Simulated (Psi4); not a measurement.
Process, species as SMILES: O (H2O) + H+ → [OH3+]
B3LYP-D3(BJ)/def2-TZVP geometries, fixed; electronic energies without zero-point terms; positive where energy is released.

Basis-set convergence of the proton affinity at HF with Psi4. Cartesian d functions, on some or all atoms, in 6-31+G*; all else is spherical. Density fitting with the program's default auxiliary sets. Psi4's default fitting sets serve the pcseg sets less well. No added dispersion term, no relativity. Functions are those of the species that has most. Reference: the value in aug-cc-pVQZ, 175.49 kcal/mol, itself unsure by roughly 0.13 kcal/mol (its mean distance from cc-pV5Z, def2-QZVPPD, def2-QZVPP). Deviations are taken from unrounded values.

| basis | functions | proton affinity (kcal/mol) | minus reference (kcal/mol) |
|---|---|---|---|
| STO-3G | 8 | 230.13 | 54.64 |
| 6-31+G* | 25 | 171.23 | -4.26 |
| pcseg-1 | 29 | 172.39 | -3.10 |
| 6-311G** | 36 | 178.59 | 3.11 |
| def2-TZVP | 49 | 175.78 | 0.30 |
| def2-TZVPD | 67 | 174.68 | -0.81 |
| cc-pVTZ | 72 | 177.03 | 1.54 |
| aug-pcseg-2 | 115 | 175.38 | -0.11 |
| cc-pVQZ | 145 | 176.10 | 0.61 |
| def2-QZVPP | 147 | 175.69 | 0.20 |
| def2-QZVPPD | 165 | 175.51 | 0.02 |
| cc-pV5Z | 256 | 175.66 | 0.17 |
| pcseg-4 | 284 | 175.59 | 0.10 |
